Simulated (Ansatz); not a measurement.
in.yaml

```yaml
crystal:
  periodic: [false, false, false]
  atoms:
    - {symbol: Al, position_ang: [0.000000, 0.000000, 1.818997]}
    - {symbol: Ga, position_ang: [0.000000, 0.000000, -0.664806]}
    - {symbol: H, position_ang: [0.000000, 1.407254, -1.352806]}
    - {symbol: H, position_ang: [0.000000, -1.407254, -1.352806]}
basis:
  gaussian: {orbitals: 6-31G}
total_charge: 1
magnetization: {spin_polarized: false, initial_magnetization: 3}
correlation: {active_space: {ras: {orbitals: [2, 3, 22], electrons: 7, max_holes: 4, max_particles: 4}, fixed_orbitals: true}}
```

```sh
$ ansatz run in.yaml --threads 2 --pin off --events-out ev --progress --plain --max-ram 24576MiB --backend cuda --devices 0, --max-vram 18GiB
```

Log:

```
452 factors; integrals over basis functions are off by at most 6.3e-4 eV
mean field evaluation 1: about -58926.3613 eV, gradient 6.6e0 eV
mean field evaluation 2: about -58926.4034 eV, gradient 6.6e0 eV
mean field evaluation 4: about -58926.8346 eV, gradient 8.2e-1 eV
mean field evaluation 8: about -58926.8559 eV, gradient 2.6e-1 eV
mean field evaluation 16: about -58926.8630 eV, gradient 5.0e-2 eV
mean field evaluation 32: about -58928.0273 eV, gradient 2.2e-2 eV
mean field evaluation 64: about -58927.5363 eV, gradient 2.3e-3 eV
mean field evaluation 96: about -58927.9873 eV, gradient 5.2e-1 eV
mean field evaluation 128: about -58927.8052 eV, gradient 2.9e0 eV
mean field evaluation 160: about -58926.8632 eV, gradient 3.3e-6 eV
mean field -58928.02730642 eV, -2165.5650606596 hartree, gradient 1.2e-6 eV, S^2 3.750000; 11 other end points of the search recorded, 0 dependent functions left out
reference -58928.02730642 eV, -2165.5650606596 hartree; 24, 21 occupied and 22, 25 virtual orbitals, 452 factors
state -58929.67904941 eV, -2165.6257610948 hartree
Total energy: -58929.67904941 eV, -2165.6257610948 hartree
```

Natural occupations: 1.9551 1.9350 1.0148 0.9905 0.9838 0.0408 0.0281 0.0219 0.0113 0.0057 0.0031 0.0027 0.0021 0.0017 0.0013 0.0007 0.0005 0.0002 0.0002 0.0001 0.0001 0.0001 0.0001 0.0001.

For the same geometry and basis full CI lies 1.6 meV lower.

Ran on 2 threads of AMD EPYC 7R13 with a shared H100 80 GB, shared host: 31 s wall, 0.81 GiB peak host memory.
